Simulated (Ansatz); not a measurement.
## Pb: which structure is lowest?

Level of theory: DFT, BLYP, plane waves (420 eV) with PAW, scalar-relativistic (Ansatz). (PAW data from PBE, frozen cores regenerated.)

Each structure is relaxed within its own symmetry, so a high-lying one may be dynamically unstable.

```tsv
structure	ΔE (meV/atom)	V (Å³/atom)	cell	magnetic state
fcc	0	34.73	a = 5.179 Å	spin not included
dhcp	6	34.78	a = 3.683 Å, c = 11.844 Å (c/a = 3.216)	spin not included
hcp	22	34.78	a = 3.652 Å, c = 6.022 Å (c/a = 1.649)	spin not included
omega (AlB2-type)	40	35.14	a = 5.893 Å, c = 3.505 Å (c/a = 0.595)	spin not included
bcc	44	34.79	a = 4.113 Å	spin not included
A15	46	35.78	a = 6.591 Å	spin not included
diamond	67	47.40	a = 7.238 Å	spin not included
simple cubic	111	37.42	a = 3.345 Å	spin not included
```

ΔE counts from fcc.

Differences under about 8 meV lie within the error of the k-point mesh.
